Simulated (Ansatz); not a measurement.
Born–Oppenheimer molecular dynamics of C$_{2}$H$_{7}$B (10 atoms, charge 0, multiplicity 1). It goes on from the last frame of an earlier run, with new velocities.

All numbers below come from RHF/STO-3G (Ansatz).

```
ensemble                      : NVE (velocity Verlet)
time step                     : 0.25 fs
steps asked                   : 250
starting velocities drawn for : 200 K
masses                        : H 10 u
seed                          : 115255
```

First frame:

```xyz
10
Properties=species:S:1:pos:R:3
C -0.964 0.817 -0.532
B -0.245 -0.482 -0.120
C 1.212 -0.517 0.538
H -2.050 0.641 -0.530
H -0.755 0.942 -1.599
H -0.717 1.693 0.055
H -0.833 -1.472 -0.221
H 1.462 0.389 1.106
H 1.926 -0.528 -0.301
H 1.288 -1.345 1.258
```

(1) How far do the bonds stretch over the last three quarters of this one trajectory? (Pairs bonded in most of those frames.)

## Answers

(1) 
| bond | mean (Å) | spread (Å) | shortest | longest |
| --- | --- | --- | --- | --- |
| C1–B2 | 1.585 | 0.018 | 1.55 | 1.62 |
| C1–H4 | 1.090 | 0.035 | 1.04 | 1.14 |
| C1–H5 | 1.091 | 0.015 | 1.06 | 1.11 |
| C1–H6 | 1.084 | 0.018 | 1.05 | 1.12 |
| B2–C3 | 1.576 | 0.023 | 1.53 | 1.60 |
| B2–H7 | 1.163 | 0.016 | 1.14 | 1.20 |
| C3–H8 | 1.084 | 0.013 | 1.06 | 1.11 |
| C3–H9 | 1.090 | 0.012 | 1.07 | 1.11 |
| C3–H10 | 1.084 | 0.019 | 1.05 | 1.12 |

Mean temperature of the second half: 213 K. The conserved energy stayed within 0.0082 meV per atom of its start (net change 0.0036 meV per atom), so the integration is sound. A run of 0.062 ps of so small a system gives no equilibrium averages. Limits of this set-up: minimal basis.

Time of the run: 87 s on 1 thread of Intel(R) Xeon(R) Processor @ 2.70GHz, on a shared host, peak memory 0.08 GiB.
